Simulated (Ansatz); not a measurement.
Molecular dynamics of C₄H₆O

The input (input.yaml):

```yaml
crystal:
  periodic: [false, false, false]
  atoms:
    - { symbol: C, position_ang: [-1.716585, -0.64766, -0.158894] }
    - { symbol: C, position_ang: [-0.589712, -0.294981, 0.506284] }
    - { symbol: C, position_ang: [0.638492, 0.247658, -0.098424] }
    - { symbol: C, position_ang: [1.661229, 0.769973, 0.625095] }
    - { symbol: O, position_ang: [0.749356, 0.262959, -1.5112] }
    - { symbol: H, position_ang: [-2.581555, -1.058652, 0.364885] }
    - { symbol: H, position_ang: [-1.838136, -0.514861, -1.239082] }
    - { symbol: H, position_ang: [-0.54807, -0.409456, 1.594307] }
    - { symbol: H, position_ang: [1.598616, 0.8382, 1.711339] }
    - { symbol: H, position_ang: [2.553856, 1.156435, 0.134406] }
    - { symbol: H, position_ang: [0.137708, -0.406615, -1.908017] }
magnetization:
  spin_polarized: true
basis:
  gaussian: { orbitals: "6-31G" }
hamiltonian:
  xc: blyp
md:
  timestep: 0.5
  n_steps: 150
  ensemble: nve
  temperature: 1500.0
  initial_velocities: maxwell_boltzmann
  seed: 553236
```

Command:

```bash
$ ansatz run input.yaml --threads 1 --pin off --max-ram 2048MiB --backend cpu --events-out ev --progress --plain --runs-dir out
```

It starts from a relaxed structure.

Output, in part (one step line in 2, the closing report, with atoms numbered from 0):

```
md step     0: t =     0.00 fs  T =  1500.0 K  F+E_penalty+E_count = -6287.44667827 eV  E_kin = 1.745010 eV  conserved = -6285.70166828 eV  (30 SCF iters)
md step     2: t =     1.00 fs  T =  1394.9 K  F+E_penalty+E_count = -6287.32261313 eV  E_kin = 1.622700 eV  conserved = -6285.69991321 eV  (30 SCF iters)
md step     4: t =     2.00 fs  T =  1165.7 K  F+E_penalty+E_count = -6287.05265930 eV  E_kin = 1.356050 eV  conserved = -6285.69660905 eV  (30 SCF iters)
md step     6: t =     3.00 fs  T =   965.5 K  F+E_penalty+E_count = -6286.81947859 eV  E_kin = 1.123216 eV  conserved = -6285.69626263 eV  (30 SCF iters)
md step     8: t =     4.00 fs  T =   824.1 K  F+E_penalty+E_count = -6286.65627608 eV  E_kin = 0.958698 eV  conserved = -6285.69757798 eV  (30 SCF iters)
md step    10: t =     5.00 fs  T =   691.0 K  F+E_penalty+E_count = -6286.50107946 eV  E_kin = 0.803839 eV  conserved = -6285.69724027 eV  (30 SCF iters)
md step    12: t =     6.00 fs  T =   578.1 K  F+E_penalty+E_count = -6286.36864530 eV  E_kin = 0.672578 eV  conserved = -6285.69606737 eV  (30 SCF iters)
md step    14: t =     7.00 fs  T =   540.1 K  F+E_penalty+E_count = -6286.32400839 eV  E_kin = 0.628376 eV  conserved = -6285.69563276 eV  (30 SCF iters)
md step    16: t =     8.00 fs  T =   599.2 K  F+E_penalty+E_count = -6286.39328633 eV  E_kin = 0.697087 eV  conserved = -6285.69619961 eV  (30 SCF iters)
md step    18: t =     9.00 fs  T =   724.0 K  F+E_penalty+E_count = -6286.53973778 eV  E_kin = 0.842262 eV  conserved = -6285.69747547 eV  (29 SCF iters)
md step    20: t =    10.00 fs  T =   843.5 K  F+E_penalty+E_count = -6286.68027928 eV  E_kin = 0.981241 eV  conserved = -6285.69903846 eV  (31 SCF iters)
md step    22: t =    11.00 fs  T =   876.4 K  F+E_penalty+E_count = -6286.71932274 eV  E_kin = 1.019549 eV  conserved = -6285.69977379 eV  (30 SCF iters)
md step    24: t =    12.00 fs  T =   795.3 K  F+E_penalty+E_count = -6286.62324668 eV  E_kin = 0.925207 eV  conserved = -6285.69803929 eV  (30 SCF iters)
md step    26: t =    13.00 fs  T =   692.7 K  F+E_penalty+E_count = -6286.50118262 eV  E_kin = 0.805869 eV  conserved = -6285.69531357 eV  (30 SCF iters)
md step    28: t =    14.00 fs  T =   693.7 K  F+E_penalty+E_count = -6286.50302050 eV  E_kin = 0.807034 eV  conserved = -6285.69598608 eV  (30 SCF iters)
md step    30: t =    15.00 fs  T =   772.3 K  F+E_penalty+E_count = -6286.59679463 eV  E_kin = 0.898481 eV  conserved = -6285.69831345 eV  (30 SCF iters)
md step    32: t =    16.00 fs  T =   820.9 K  F+E_penalty+E_count = -6286.65328669 eV  E_kin = 0.954968 eV  conserved = -6285.69831884 eV  (33 SCF iters)
md step    34: t =    17.00 fs  T =   826.7 K  F+E_penalty+E_count = -6286.65859420 eV  E_kin = 0.961688 eV  conserved = -6285.69690645 eV  (33 SCF iters)
md step    36: t =    18.00 fs  T =   851.9 K  F+E_penalty+E_count = -6286.68714930 eV  E_kin = 0.991045 eV  conserved = -6285.69610427 eV  (33 SCF iters)
md step    38: t =    19.00 fs  T =   936.7 K  F+E_penalty+E_count = -6286.78628368 eV  E_kin = 1.089735 eV  conserved = -6285.69654882 eV  (33 SCF iters)
md step    40: t =    20.00 fs  T =  1058.6 K  F+E_penalty+E_count = -6286.92954658 eV  E_kin = 1.231538 eV  conserved = -6285.69800863 eV  (31 SCF iters)
md step    42: t =    21.00 fs  T =  1142.8 K  F+E_penalty+E_count = -6287.02915897 eV  E_kin = 1.329442 eV  conserved = -6285.69971695 eV  (30 SCF iters)
md step    44: t =    22.00 fs  T =  1108.0 K  F+E_penalty+E_count = -6286.98906006 eV  E_kin = 1.288985 eV  conserved = -6285.70007483 eV  (29 SCF iters)
md step    46: t =    23.00 fs  T =   949.3 K  F+E_penalty+E_count = -6286.80210610 eV  E_kin = 1.104326 eV  conserved = -6285.69778043 eV  (29 SCF iters)
md step    48: t =    24.00 fs  T =   785.4 K  F+E_penalty+E_count = -6286.60882286 eV  E_kin = 0.913639 eV  conserved = -6285.69518385 eV  (29 SCF iters)
md step    50: t =    25.00 fs  T =   738.3 K  F+E_penalty+E_count = -6286.55490232 eV  E_kin = 0.858874 eV  conserved = -6285.69602878 eV  (29 SCF iters)
md step    52: t =    26.00 fs  T =   773.9 K  F+E_penalty+E_count = -6286.59850465 eV  E_kin = 0.900284 eV  conserved = -6285.69822100 eV  (29 SCF iters)
md step    54: t =    27.00 fs  T =   786.3 K  F+E_penalty+E_count = -6286.61320319 eV  E_kin = 0.914741 eV  conserved = -6285.69846174 eV  (29 SCF iters)
md step    56: t =    28.00 fs  T =   750.6 K  F+E_penalty+E_count = -6286.57066000 eV  E_kin = 0.873237 eV  conserved = -6285.69742337 eV  (30 SCF iters)
md step    58: t =    29.00 fs  T =   710.3 K  F+E_penalty+E_count = -6286.52294684 eV  E_kin = 0.826307 eV  conserved = -6285.69663995 eV  (30 SCF iters)
md step    60: t =    30.00 fs  T =   702.3 K  F+E_penalty+E_count = -6286.51381432 eV  E_kin = 0.817071 eV  conserved = -6285.69674287 eV  (30 SCF iters)
md step    62: t =    31.00 fs  T =   719.6 K  F+E_penalty+E_count = -6286.53480096 eV  E_kin = 0.837113 eV  conserved = -6285.69768833 eV  (30 SCF iters)
md step    64: t =    32.00 fs  T =   712.9 K  F+E_penalty+E_count = -6286.52817006 eV  E_kin = 0.829363 eV  conserved = -6285.69880656 eV  (31 SCF iters)
md step    66: t =    33.00 fs  T =   631.2 K  F+E_penalty+E_count = -6286.43295824 eV  E_kin = 0.734274 eV  conserved = -6285.69868437 eV  (31 SCF iters)
md step    68: t =    34.00 fs  T =   492.5 K  F+E_penalty+E_count = -6286.26940685 eV  E_kin = 0.572988 eV  conserved = -6285.69641915 eV  (31 SCF iters)
md step    70: t =    35.00 fs  T =   412.4 K  F+E_penalty+E_count = -6286.17435601 eV  E_kin = 0.479820 eV  conserved = -6285.69453646 eV  (31 SCF iters)
md step    72: t =    36.00 fs  T =   476.4 K  F+E_penalty+E_count = -6286.25038744 eV  E_kin = 0.554216 eV  conserved = -6285.69617122 eV  (33 SCF iters)
md step    74: t =    37.00 fs  T =   610.9 K  F+E_penalty+E_count = -6286.40905330 eV  E_kin = 0.710638 eV  conserved = -6285.69841523 eV  (33 SCF iters)
md step    76: t =    38.00 fs  T =   704.8 K  F+E_penalty+E_count = -6286.51814899 eV  E_kin = 0.819901 eV  conserved = -6285.69824751 eV  (32 SCF iters)
md step    78: t =    39.00 fs  T =   752.6 K  F+E_penalty+E_count = -6286.57252543 eV  E_kin = 0.875547 eV  conserved = -6285.69697825 eV  (32 SCF iters)
md step    80: t =    40.00 fs  T =   810.5 K  F+E_penalty+E_count = -6286.63929646 eV  E_kin = 0.942848 eV  conserved = -6285.69644847 eV  (33 SCF iters)
md step    82: t =    41.00 fs  T =   904.0 K  F+E_penalty+E_count = -6286.74893925 eV  E_kin = 1.051677 eV  conserved = -6285.69726269 eV  (32 SCF iters)
md step    84: t =    42.00 fs  T =   993.3 K  F+E_penalty+E_count = -6286.85438300 eV  E_kin = 1.155513 eV  conserved = -6285.69886956 eV  (33 SCF iters)
md step    86: t =    43.00 fs  T =  1000.7 K  F+E_penalty+E_count = -6286.86408224 eV  E_kin = 1.164148 eV  conserved = -6285.69993453 eV  (30 SCF iters)
md step    88: t =    44.00 fs  T =   881.9 K  F+E_penalty+E_count = -6286.72489265 eV  E_kin = 1.025945 eV  conserved = -6285.69894730 eV  (30 SCF iters)
md step    90: t =    45.00 fs  T =   697.8 K  F+E_penalty+E_count = -6286.50781252 eV  E_kin = 0.811820 eV  conserved = -6285.69599296 eV  (29 SCF iters)
md step    92: t =    46.00 fs  T =   594.0 K  F+E_penalty+E_count = -6286.38560712 eV  E_kin = 0.690993 eV  conserved = -6285.69461453 eV  (29 SCF iters)
md step    94: t =    47.00 fs  T =   634.5 K  F+E_penalty+E_count = -6286.43481279 eV  E_kin = 0.738124 eV  conserved = -6285.69668928 eV  (29 SCF iters)
md step    96: t =    48.00 fs  T =   725.6 K  F+E_penalty+E_count = -6286.54265291 eV  E_kin = 0.844121 eV  conserved = -6285.69853178 eV  (29 SCF iters)
md step    98: t =    49.00 fs  T =   771.6 K  F+E_penalty+E_count = -6286.59578144 eV  E_kin = 0.897591 eV  conserved = -6285.69819026 eV  (30 SCF iters)
md step   100: t =    50.00 fs  T =   777.6 K  F+E_penalty+E_count = -6286.60171141 eV  E_kin = 0.904614 eV  conserved = -6285.69709733 eV  (33 SCF iters)
md step   102: t =    51.00 fs  T =   794.4 K  F+E_penalty+E_count = -6286.62090068 eV  E_kin = 0.924188 eV  conserved = -6285.69671242 eV  (33 SCF iters)
md step   104: t =    52.00 fs  T =   841.6 K  F+E_penalty+E_count = -6286.67652364 eV  E_kin = 0.979020 eV  conserved = -6285.69750375 eV  (32 SCF iters)
md step   106: t =    53.00 fs  T =   880.1 K  F+E_penalty+E_count = -6286.72276622 eV  E_kin = 1.023894 eV  conserved = -6285.69887248 eV  (33 SCF iters)
md step   108: t =    54.00 fs  T =   843.5 K  F+E_penalty+E_count = -6286.68081875 eV  E_kin = 0.981236 eV  conserved = -6285.69958275 eV  (33 SCF iters)
md step   110: t =    55.00 fs  T =   703.6 K  F+E_penalty+E_count = -6286.51692004 eV  E_kin = 0.818558 eV  conserved = -6285.69836227 eV  (33 SCF iters)
md step   112: t =    56.00 fs  T =   531.9 K  F+E_penalty+E_count = -6286.31432540 eV  E_kin = 0.618739 eV  conserved = -6285.69558612 eV  (33 SCF iters)
md step   114: t =    57.00 fs  T =   462.4 K  F+E_penalty+E_count = -6286.23281068 eV  E_kin = 0.537921 eV  conserved = -6285.69488943 eV  (33 SCF iters)
md step   116: t =    58.00 fs  T =   526.5 K  F+E_penalty+E_count = -6286.30974227 eV  E_kin = 0.612482 eV  conserved = -6285.69725987 eV  (33 SCF iters)
md step   118: t =    59.00 fs  T =   615.3 K  F+E_penalty+E_count = -6286.41435979 eV  E_kin = 0.715751 eV  conserved = -6285.69860854 eV  (33 SCF iters)
md step   120: t =    60.00 fs  T =   654.3 K  F+E_penalty+E_count = -6286.45895993 eV  E_kin = 0.761198 eV  conserved = -6285.69776167 eV  (30 SCF iters)
md step   122: t =    61.00 fs  T =   673.7 K  F+E_penalty+E_count = -6286.48044781 eV  E_kin = 0.783793 eV  conserved = -6285.69665475 eV  (33 SCF iters)
md step   124: t =    62.00 fs  T =   724.7 K  F+E_penalty+E_count = -6286.53976748 eV  E_kin = 0.843016 eV  conserved = -6285.69675173 eV  (33 SCF iters)
md step   126: t =    63.00 fs  T =   802.7 K  F+E_penalty+E_count = -6286.63178787 eV  E_kin = 0.933789 eV  conserved = -6285.69799891 eV  (33 SCF iters)
md step   128: t =    64.00 fs  T =   848.1 K  F+E_penalty+E_count = -6286.68571751 eV  E_kin = 0.986581 eV  conserved = -6285.69913685 eV  (32 SCF iters)
md step   130: t =    65.00 fs  T =   807.5 K  F+E_penalty+E_count = -6286.63828226 eV  E_kin = 0.939353 eV  conserved = -6285.69892968 eV  (32 SCF iters)
md step   132: t =    66.00 fs  T =   698.3 K  F+E_penalty+E_count = -6286.50928609 eV  E_kin = 0.812303 eV  conserved = -6285.69698270 eV  (33 SCF iters)
md step   134: t =    67.00 fs  T =   622.6 K  F+E_penalty+E_count = -6286.41913729 eV  E_kin = 0.724266 eV  conserved = -6285.69487139 eV  (33 SCF iters)
md step   136: t =    68.00 fs  T =   678.8 K  F+E_penalty+E_count = -6286.48536135 eV  E_kin = 0.789638 eV  conserved = -6285.69572307 eV  (33 SCF iters)
md step   138: t =    69.00 fs  T =   824.0 K  F+E_penalty+E_count = -6286.65721268 eV  E_kin = 0.958590 eV  conserved = -6285.69862226 eV  (33 SCF iters)
md step   140: t =    70.00 fs  T =   918.8 K  F+E_penalty+E_count = -6286.76848672 eV  E_kin = 1.068906 eV  conserved = -6285.69958101 eV  (33 SCF iters)
md step   142: t =    71.00 fs  T =   905.0 K  F+E_penalty+E_count = -6286.75111589 eV  E_kin = 1.052865 eV  conserved = -6285.69825050 eV  (32 SCF iters)
md step   144: t =    72.00 fs  T =   836.6 K  F+E_penalty+E_count = -6286.67011230 eV  E_kin = 0.973243 eV  conserved = -6285.69686963 eV  (32 SCF iters)
md step   146: t =    73.00 fs  T =   780.4 K  F+E_penalty+E_count = -6286.60449069 eV  E_kin = 0.907844 eV  conserved = -6285.69664631 eV  (33 SCF iters)
md step   148: t =    74.00 fs  T =   751.4 K  F+E_penalty+E_count = -6286.57140527 eV  E_kin = 0.874186 eV  conserved = -6285.69721926 eV  (34 SCF iters)
md step   150: t =    75.00 fs  T =   723.3 K  F+E_penalty+E_count = -6286.53932230 eV  E_kin = 0.841390 eV  conserved = -6285.69793273 eV  (31 SCF iters)
Total energy: -6286.53958607 eV, -231.0260686186 hartree
Atom 0 at    -1.526176    -0.900617    -0.110200 Å, force    -0.628210    -0.644608    -1.111428 eV/Å
Atom 1 at    -0.772365     0.051768     0.486436 Å, force     0.236040    -1.519307     0.451149 eV/Å
Atom 2 at     0.519840     0.361795    -0.068835 Å, force     5.085003     1.047251    -1.408568 eV/Å
Atom 3 at     1.760374     0.509361     0.652954 Å, force    -3.354825    -0.203118    -1.177911 eV/Å
Atom 4 at     0.735526     0.358229    -1.574783 Å, force    -1.047392    -0.085337     1.761279 eV/Å
Atom 5 at    -2.382407    -1.433648     0.351504 Å, force     0.299078     0.568447    -0.278934 eV/Å
Atom 6 at    -1.217121    -1.244423    -1.145306 Å, force    -0.547437     0.054718     1.062539 eV/Å
Atom 7 at    -0.914211     0.290380     1.537896 Å, force    -0.203465     0.320867     0.146411 eV/Å
Atom 8 at     1.585280     0.223239     1.705681 Å, force     0.886211     0.648989    -0.046319 eV/Å
Atom 9 at     2.741385     0.803095     0.190018 Å, force    -1.072430    -0.601728     0.488114 eV/Å
Atom 10 at    -0.130973     0.082039    -2.001017 Å, force     0.347427     0.413826     0.113669 eV/Å
Dipole moment:    -0.418864    -0.194318     0.156524 e Å
```

All steps were run. The conserved energy stayed within 0.65 meV per atom of its start (net change 0.34 meV per atom), so the integration is sound. The temperature averaged 0.50 of the 1500 K drawn at the start: a run that starts near a minimum puts about half its kinetic energy into the potential. A run of 0.075 ps of so small a system gives no equilibrium averages. Limits of this set-up: no polarisation functions.

The same pairs are bonded in the first frame and the last. Pairs count as bonded within 1.25 times the sum of covalent radii (0.12 Å more for H–H).

Last frame:

```xyz
11
Properties=species:S:1:pos:R:3
C -1.526 -0.901 -0.110
C -0.772 0.052 0.486
C 0.520 0.362 -0.069
C 1.760 0.509 0.653
O 0.736 0.358 -1.575
H -2.382 -1.434 0.351
H -1.217 -1.244 -1.145
H -0.914 0.290 1.538
H 1.585 0.223 1.706
H 2.741 0.803 0.190
H -0.131 0.082 -2.001
```

Time of the run: 8.9 min on 1 thread of Arm Neoverse V1 (shared host), peak memory 0.13 GiB.
